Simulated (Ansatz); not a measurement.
## Hf₃BiPt: from a trial structure to a relaxed crystal

Level of theory: Ansatz, DFT PBE, scalar-relativistic, plane waves, PAW.

Hf₃BiPt was placed on the cubic perovskite structure type (Pm-3m, No. 221), with Bi in place of Sr, Pt in place of Ti, Hf in place of O, at a guessed volume.

The final relaxation ran on this input, with the default PAW datasets:

```yaml
crystal:
  lattice:
    - [5.1037385832, 0.0, 0.0]
    - [0.0, 5.1037385832, 0.0]
    - [0.0, 0.0, 5.1037385832]
  atoms:
    - { symbol: Hf, position: [0.0, 0.5, 0.5] }
    - { symbol: Hf, position: [0.5, 0.0, 0.5] }
    - { symbol: Hf, position: [0.5, 0.5, 0.0] }
    - { symbol: Bi, position: [0.0, 0.0, 0.0] }
    - { symbol: Pt, position: [0.5, 0.5, 0.5] }
basis:
  ecutwfc: 420
kpoints:
  mp_grid: { grid: [8, 8, 8] }
hamiltonian:
  xc: pbe
scf:
  occupations: { method: gaussian, width: 0.1 }
output:
  forces: true
  stress: true
  eigenvalues: true
relax:
  adjacent_minimum: "off"
  f_tol: 0.01
  max_steps: 80
  cell: { stress_tol: 0.05 }
```

Launched as:

```bash
ansatz run input.yaml --threads 1 --pin off --max-ram 2560MiB --backend cpu --events-out ev --progress --plain --runs-dir out
```

It took 63 s on 1 thread of Arm Neoverse V2, with other jobs on the host, peak memory 0.56 GiB.

End of the output:

```
SCF converged after 4 iterations
Free energy (F): -72083.555832 eV
Harris-Foulkes:  -72083.555832 eV  (|F-HF|=1.46e-11)
Internal energy: -72083.533164 eV  (E = F + TS)
E sigma→0 (E₀):  -72083.544498 eV
Entropy (-TS):   -0.022668 eV (-4.534 meV/atom)
Fermi energy:    15.462162 eV
--- Per-component energies (eV) ---
  E_band       = -647.405987
  E_kinetic    = 2201.828067
  E_local      = -22759.209030  (includes V_loc(G=0)·N_el)
  E_nonlocal   = -2977.691865
  E_hartree    = 10215.656248
  E_xc         = -1309.513214
  E_vxc        = -1240.698858  (∫ρ·V_xc dr)
  E_paw        = -40898.067150  (= ΣΔE_a)
  E_vpaw       = 3697.053792  (= ΣTr[D̂ρ^β])
  E_aug_tail   = -0.000248  (compensation charges beyond the density's cutoff)
  E_ewald      = -16556.535971
  E_smearing   = -0.022668  (= −TS)
  E_closure    = 0.000000  (closes the sum)
  Σ components = -72083.555832   (vs F -72083.555832, Δ=0.00e0)
--- Forces (eV/Å), atoms counted from 1 ---
  atom   1  Hf     0.00000000     0.00000000     0.00000000
  atom   2  Hf     0.00000000     0.00000000     0.00000000
  atom   3  Hf     0.00000000     0.00000000     0.00000000
  atom   4  Bi     0.00000000     0.00000000     0.00000000
  atom   5  Pt     0.00000000     0.00000000     0.00000000
  max |Σ_I F_I| component: 2.95e-29 eV/Å
--- Stress (GPa, compression-positive) ---
        0.000006       0.000000       0.000000
        0.000000       0.000006       0.000000
        0.000000       0.000000       0.000006
  P = ⅓ Tr σ = 0.0000 GPa (0.000 kbar)
--- Relaxed structure (3 steps of the walk, 2 accepted, 1 SCFs on fresh bases) ---
  F+E_penalty+E_count = -72083.55583187 eV   max|allowed force component| = 1.914e-29 eV/Å   (the final SCF, on the basis selected at the relaxed cell)
  cell:  # Å, volume = 133.0624 Å³
    - [5.105267, 0.000000, 0.0]
    - [0.000000, 5.105267, 0.0]
    - [0.0, 0.0, 5.105267]
  atoms:
    - { symbol: Hf, position: [0.000000, 0.5, 0.5] }
    - { symbol: Hf, position: [0.5, 0.000000, 0.5] }
    - { symbol: Hf, position: [0.5, 0.5, 0.000000] }
    - { symbol: Bi, position: [0.000000, 0.000000, 0.000000] }
    - { symbol: Pt, position: [0.5, 0.5, 0.5] }
```

Total energies depend on the potentials used, so only differences within one code and one set of settings carry meaning.

The result has space group Pm-3m (No. 221). Around Hf lie 2 Pt at 2.55 Å; Bi has 12 Hf at 3.61 Å; Pt has 6 Hf at 2.55 Å.

Against the elements it lies at 0.02 eV/atom. The zero of energy is the elements' standard structures at the same level; no fitted shifts are applied.

For metals, differences of a few meV/atom aren't resolved. Spin–orbit coupling is left out.

A structure relaxed within its symmetry needn't be a true minimum.